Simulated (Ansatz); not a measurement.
**C3H6F radical: a ladder of functionals and wavefunction methods**

How much do the methods differ for C3H6F radical? The plan is to run it at one geometry with functionals of several rungs and with coupled cluster, and see how far each lands from CCSD(T) at the basis-set limit for the atomisation energy.

Program: Ansatz 0.2.0, Gaussian basis. Level of theory: functionals in def2-TZVPP, the program's frozen cores in correlated methods. These are calculated values, not measurements.

Plan: LDA (SPW92), PBE-D4, revPBE-D4, BLYP-D4, r2SCAN-D4, B97M-V, PBE0-D4, B3LYP-D4, r2SCANh-D4, r2SCAN0-D4, HSE06-D4, BHLYP-D4, CAM-B3LYP-D4, LC-ωPBE, ωB97X-V, ωB97M-V, B2PLYP, PBE-QIDH; CCSD(T)/def2-SVP; CCSD(T)/def2-TZVPP; MP2/def2-QZVPP; extrapolation to the limit; RPA on PBE.

## 1. The relaxed structure

All runs share one geometry, relaxed beforehand with PBE0-D4 in a triple-zeta def2 set.

SMILES `[CH2]CCF`, 10 atoms, charge 0, spin multiplicity 2.

Atoms are counted from 1 here; the program's logs count them from 0.

Bond lengths: C1–C2 1.481 Å, C1–H5 1.082 Å, C1–H6 1.082 Å, C2–C3 1.511 Å, C2–H7 1.096 Å, C2–H8 1.102 Å, C3–F4 1.385 Å, C3–H9 1.094 Å, C3–H10 1.094 Å. Angles: C2–C1–H5 120.8°, C2–C1–H6 120.2°, H5–C1–H6 118.3°, C1–C2–C3 113.6°, C1–C2–H7 110.8°, C1–C2–H8 110.7°, C3–C2–H7 108.1°, C3–C2–H8 107.7°, H7–C2–H8 105.6°, C2–C3–F4 110.1°, C2–C3–H9 111.1°, C2–C3–H10 111.2°, F4–C3–H9 107.5°, F4–C3–H10 107.4°, H9–C3–H10 109.3°.

Coordinates:

```xyz
10

C    -0.92336    1.04100   -0.04430
C     0.14845    0.15700   -0.55589
C     0.66498   -0.82459    0.47064
F    -0.35585   -1.66692    0.88029
H    -1.11179    2.00408   -0.49989
H    -1.63167    0.67043    0.68534
H     0.99801    0.74583   -0.92122
H    -0.20620   -0.42121   -1.42501
H     1.46058   -1.44922    0.05380
H     1.03984   -0.30770    1.35936
```

## 2. LDA

This LDA is Slater exchange with PW92 correlation.

File in.yaml:

```yaml
crystal:
  periodic: [false, false, false]
  atoms:
    - {symbol: C, position_ang: [-0.923357, 1.041004, -0.044295]}
    - {symbol: C, position_ang: [0.148453, 0.156998, -0.555894]}
    - {symbol: C, position_ang: [0.664984, -0.824594, 0.470637]}
    - {symbol: F, position_ang: [-0.355852, -1.666918, 0.880290]}
    - {symbol: H, position_ang: [-1.111787, 2.004082, -0.499891]}
    - {symbol: H, position_ang: [-1.631672, 0.670426, 0.685340]}
    - {symbol: H, position_ang: [0.998015, 0.745834, -0.921223]}
    - {symbol: H, position_ang: [-0.206204, -0.421211, -1.425015]}
    - {symbol: H, position_ang: [1.460582, -1.449217, 0.053795]}
    - {symbol: H, position_ang: [1.039838, -0.307703, 1.359357]}
basis:
  gaussian: {orbitals: def2-TZVPP}
magnetization: {spin_polarized: true, initial_magnetization: 1}
hamiltonian: {xc: lda}
output: {orbitals: {seedname: orbitals}}
```

Run with:

```console
$ ansatz run in.yaml --threads 4 --pin off --events-out ev --progress --plain --max-ram 10444MiB
```

After this run come: PBE-D4 (GGA); revPBE-D4 (GGA); BLYP-D4 (GGA); r2SCAN-D4 (meta-GGA); B97M-V (meta-GGA); PBE0-D4 (hybrid); B3LYP-D4 (hybrid); r2SCANh-D4 (hybrid); r2SCAN0-D4 (hybrid); HSE06-D4 (hybrid); BHLYP-D4 (hybrid); CAM-B3LYP-D4 (range-separated); LC-ωPBE (range-separated); ωB97X-V (range-separated); ωB97M-V (range-separated); B2PLYP (double hybrid); PBE-QIDH (double hybrid); CCSD(T) in def2-SVP; CCSD(T) in def2-TZVPP; MP2 in def2-QZVPP; RPA on PBE orbitals.

**Question.** What will the summary of the whole plan be? Wanted: atomisation energy, CCSD(T)/CBS; farthest beyond LDA; mean size of error, GGA; mean size of error, meta-GGA; mean size of error, hybrid; mean size of error, range-separated; mean size of error, double hybrid; gap, smallest and largest; T1 diagnostic.

The runs gave:

| quantity | value |
| --- | --- |
| atomisation energy, CCSD(T)/CBS | 3787.0 kJ/mol |
| functionals within 18.9 kJ/mol (0.5 %) | revPBE-D4, BLYP-D4, B97M-V, B3LYP-D4, r2SCANh-D4, r2SCAN0-D4, ωB97X-V, ωB97M-V, PBE-QIDH |
| farthest beyond LDA | PBE-D4 (+95.9 kJ/mol) |
| mean size of error, GGA | 33.9 kJ/mol |
| mean size of error, meta-GGA | 21.4 kJ/mol |
| mean size of error, hybrid | 33.9 kJ/mol |
| mean size of error, range-separated | 19.3 kJ/mol |
| mean size of error, double hybrid | 12.9 kJ/mol |
| gap, smallest and largest | 1.55 eV (LDA (SPW92)), 10.30 eV (LC-ωPBE) |
| T1 diagnostic | 0.0111 |
| triples share of the correlation energy | 3.3 % |

**Reading.** LDA overbinds by 553.7 kJ/mol (15 %). PBE-D4 is off by +95.9 kJ/mol. Double hybrids carry the basis error of their MP2 part in triple zeta, and no dispersion term here, so their miss is partly the set-up's. Taken by rung, double hybrid functionals do best (12.9 kJ/mol on average) and GGA ones worst beyond LDA (33.9 kJ/mol). The gap between the best rungs is small, so their order is not settled. The reference freezes the cores and leaves out relativity and excitations past (T), so misses under about 18.9 kJ/mol can't be ranked. Hartree-Fock recovers 75 % of the binding; the rest is correlation. CCSD(T) in def2-SVP is off by -149.7 kJ/mol, more than most functionals: a good method in a small basis is no reference. Orbital gaps span 1.6 to 10.3 eV; exact exchange widens them.
